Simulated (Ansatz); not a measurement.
We consider rhombohedral A7 Bi, described by B3LYP (VWN-RPA form) in Ansatz (PAW).

Input file:

Ansatz 0.2 input:
```yaml
crystal:
  lattice:
    - [4.3429546342, -2.2652386663, 0.0647907044]
    - [4.3429546342, 2.2652386663, 0.0647907044]
    - [3.1058828254, 0.0, 3.7881724987]
  atoms:
    - { symbol: Bi, position: [0.2313346758, 0.2313346758, 0.2313346758] }
    - { symbol: Bi, position: [0.7686653242, 0.7686653242, 0.7686653242] }
kpoints:
  mp_grid: { grid: [10, 10, 10] }
hamiltonian:
  xc: b3lyp
  pseudopotentials: { kind: paw }
  dispersion: none
scf:
  occupations: { method: fermi_dirac, width: 0.1 }
output:
  forces: true
  stress: true
  eigenvalues: true
basis:
  ecutwfc: 500
  ecutrho_ratio: 4
  xc_grid: 2
magnetization:
  spin_polarized: false
```

**Question.** How many irreducible k-points, plane waves at Γ does the program set up, and what pressure does the run end with?

**Answer.** 116 irreducible k-points, 1857 plane waves at Γ; P = 2.08 GPa, so the cell is compressed on average and its volume would grow at this level.

Excerpt of the program's output:

```
WARN output.stress: scf.convergence.dr2_threshold = 1e-7 eV (the SCF's general default) is looser than the 2e-10 eV advised for a printed stress (1e-10 eV for …
WARN output.stress: scf.exx.energy_threshold = 1e-6 eV is looser than the 2e-8 eV advised for a stress under a hybrid functional (1e-8 eV for each atom of the …
Crystal: 2 atoms, lattice volume = 73.623 Å³
Basis set: ecut = 500 eV, 1857 PW (Γ), exchange–correlation on 72×72×72 points (8 copies of the dense FFT grid, shifted against one another)
Bands: 19, of which v1, the nominal top of the filled ones, is band 15 counted from 1 (14 counted from 0)
Symmetry: 12 space group operations
Space group: R-3m (ITA 166), of the structure as read, at distance tolerance 4.2e-5 Å
k-points: 116 of 1000
Functional: x = 0.1 slater + 0.9 b88, c = 0.19 vwn_rpa + 0.81 lyp, warm-up for x = 0.08 slater + 0.72 b88 + 0.2 exact, c = 0.19 vwn_rpa + 0.81 lyp
SCF iter   1: F=—  HF=-24822.237632 eV  |F-HF|=—  |Δ(HF+E_count)|=         —  Δρ=4.09e-3  dr2=1.16e-2
SCF iter   2: F=—  HF=-24822.237146 eV  |F-HF|=—  |Δ(HF+E_count)|=   4.86e-4  Δρ=2.48e-3  dr2=5.46e-3
  ...
SCF 1 converged in 9 iterations: F = -24822.236172 eV  dr2 = 3.80e-10
Crystal: 2 atoms, lattice volume = 73.623 Å³
Initial density: handed on by an earlier stage of this run
Functional: x = 0.08 slater + 0.72 b88 + 0.2 exact, c = 0.19 vwn_rpa + 0.81 lyp
Crystal: 2 atoms, lattice volume = 73.623 Å³
SCF iter   4: F=—  HF=-24823.513120 eV  |F-HF|=—  |Δ(HF+E_count)|=  3.42e-10  Δρ=1.43e-6  dr2=3.58e-9
SCF iter   5: F=-24823.513120 eV  HF=-24823.513120 eV  |F-HF|=4.00e-11  |Δ(HF+E_count)|=  2.18e-10  Δρ=7.21e-7  dr2=4.81e-10
SCF 3 converged in 5 iterations: F = -24823.513120 eV  dr2 = 4.81e-10
Free energy (F): -24823.513120 eV
Internal energy: -24823.509066 eV  (E = F + TS)
E sigma→0 (E₀):  -24823.511093 eV
Fermi energy:    9.352688 eV
--- Forces (eV/Å), atoms counted from 1 ---
  atom   1  Bi    -0.05318844     0.00000000    -0.01767155
  atom   2  Bi     0.05318844     0.00000000     0.01767155
--- Stress (GPa, compression-positive) ---
        2.152656       0.000000       0.036977
        0.000000       2.041360      -0.000000
        0.036977      -0.000000       2.053645
  P = ⅓ Tr σ = 2.0826 GPa (20.826 kbar)
```

The PAW data were made under PBE.

Note: exact exchange on metals is sensitive to the k mesh and can open a false gap. Note: the PAW data were made under another functional than the one run. Note: the cell comes from a level without a dispersion term, which matters for the spacing of layers, chains or molecules. Note: cell and atoms aren't relaxed at this level (largest force component 0.05 eV/Å, pressure 2.1 GPa).

It cost around 17 core-minutes (rough) of CPU time.

Ansatz is a program for electronic structure.
